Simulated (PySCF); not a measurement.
Working out the ionisation energy of C

C [He] 2s2 2p2 (3P) → C+ [He] 2s2 2p1 (2P). All numbers are calculated (PySCF 2.14, no relativity, point nucleus, in dyall-av2z). Frozen: 1s2; the 8 highest virtual orbitals dropped. Energies in hartree (1 hartree = 27.21139 eV):

```csv
part,C (lower),C+ (upper)
UHF,-37.692285,-37.295165
MP2 opposite-spin,-0.048555,-0.043726
MP2 same-spin,-0.011323,-0.003136
```

Q: What does Hartree-Fock give?

A: (-37.295165) − (-37.692285) = 0.397120 hartree = 10.806 eV.

Q: What do MP2 and SCS-MP2 (6/5 opposite-spin, 1/3 same-spin) give?

A: The opposite-spin parts differ by 0.131 eV and the same-spin parts by 0.223 eV. MP2: 10.806 + (0.131) + (0.223) = 11.160 eV. SCS-MP2: 10.806 + 1.2 × (0.131) + (0.223)/3 = 11.038 eV.

Measured between the centres of the two terms (NIST): 11.262 eV, so MP2 (valence) is off by -0.102 eV.

A double-zeta basis recovers only part of the correlation energy.

What remains against the reference includes basis incompleteness, the frozen core and correlation beyond second order.
